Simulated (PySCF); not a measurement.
Input of a run (PBE0-D3(BJ)/def2-SVP geometry optimisation, gas phase (PySCF 2.14.0)), started from GFN2-xTB:
```
{"job": {"xc": "PBE0", "basis": "def2-SVP", "d3": "d3bj", "grid": 1, "kind": "geom"}, "charge": -1, "multiplicity": 1}
C     -0.803491     0.735729     0.300056
C     -0.977298    -0.487110    -0.290125
P      0.454655    -1.415680    -0.649210
C      1.515019    -0.207965    -0.016170
P      0.832650     1.240485     0.632243
H     -1.640040     1.378296     0.556746
H     -1.960719    -0.878255    -0.531789
H      2.588282    -0.356088    -0.026317
```

Output (energies in Eh, forces in Eh/bohr):
```
step   0  E = -798.16687272  max force = 0.012825
step   1  E = -798.16842087  max force = 0.002202
step   2  E = -798.16842846  max force = 0.001504
step   3  E = -798.16844379  max force = 0.000299
step   4  E = -798.16844398  max force = 0.000089
optimisation converged
```

Summarise the run.

The energy falls by 0.99 kcal/mol over 5 energy and gradient evaluations, the largest force component goes from 0.0128 to 8.9e-05 Eh/bohr, and the atoms move by 0.025 Å rms after alignment. The bond that changes most is C1–C2 (both ends aromatic CH carbon), which lengthens by 0.021 Å. Bonds longer at the end by more than 0.005 Å: 8 of 8; shorter: 0. The energy never rose by more than 1e-6 Eh on the way. The first step brought 99 % of the lowering.

What are the final bond lengths?

C1–C2 1.390 Å, C2–P3 1.761 Å, P3–C4 1.744 Å, C4–P5 1.744 Å, C1–P5 1.761 Å, C1–H6 1.098 Å, C2–H7 1.098 Å, C4–H8 1.097 Å. Numbering counts from 1 in the input's order; the species is `c1c[p-]cp1`.

The run used 93 basis functions and 31 SCF cycles in all. The run took 10 s on one thread, Arm Neoverse V2 (aarch64), no GPU, on a shared host, and the process peaked at 0.50 GiB of memory.

Stationary, but not proved a minimum. The geometry's basis has no diffuse functions, a weakness for an anion.
